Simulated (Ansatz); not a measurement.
**Bulk modulus B0 of some III–V compounds, all zinc-blende**

Method: PBE (PAW; Ansatz, a first-principles code). References are measured values corrected to a static lattice.

Values in GPa.

```
solid                 reference   PBE  error (%)
----------------  -------------  ----  ---------
zinc-blende InSb           46.1  36.7        -20
zinc-blende InP              72  59.5      -17.4
zinc-blende InAs           58.6  48.5      -17.2
cubic BN          410 (388–410)     ?          ?
zinc-blende BP    176 (168–176)   162       -8.0
zinc-blende GaP            89.6  76.7      -14.4
zinc-blende GaAs           76.7  60.3        -21
zinc-blende AlAs             75  67.1      -10.5
```

Task: Estimate the withheld PBE value.

Result: The errors of the other rows run from -21 % to -8.0 %, with a median of -17.2 %; carried to the reference 410 it gives 339 GPa. The run gives 372 GPa (-9.3 %), +9.7 % from the estimate; the row was drawn at random, and such an estimate is rough. Over these 8 solids the mean error is -14.8 %, the mean absolute error 14.8 % (median 15.8 %), and the worst case zinc-blende GaAs at -21 %; the value is too low in 8 of 8 cases.

All these references are brought to a static lattice.

Spin–orbit coupling is left out, also for the solids with elements from indium on (zinc-blende InSb, zinc-blende InP, zinc-blende InAs); its size isn't shown.

Brackets give the range of the sources taken for a reference, where it is wide; it can hold other temperatures.

Differences are worked out from the printed values.

Each level is taken at its own relaxed cell. Caveats: the gap of the solid is closed in this run (zinc-blende InSb, zinc-blende InAs). Ansatz's density-functional and Hartree–Fock values are scalar-relativistic unless marked +SOC, with PAW data made under PBE.

Not in this set, of the III–V compounds with a reference value in our tables and a result at some level: 3 for a reference at room or unstated temperature; 1 for a high-temperature or high-pressure phase; 1 for sources at odds. These can be a level's best or worst cases. At least 2 more with a reference value are held back for tests. Solids without a released value at any level aren't counted. Layered and molecular crystals are counted apart.

References as tabulated in Mejia-Rodriguez and Trickey (2018), arXiv:1807.09216; Goldzak et al. (2022), arXiv:2208.04865.
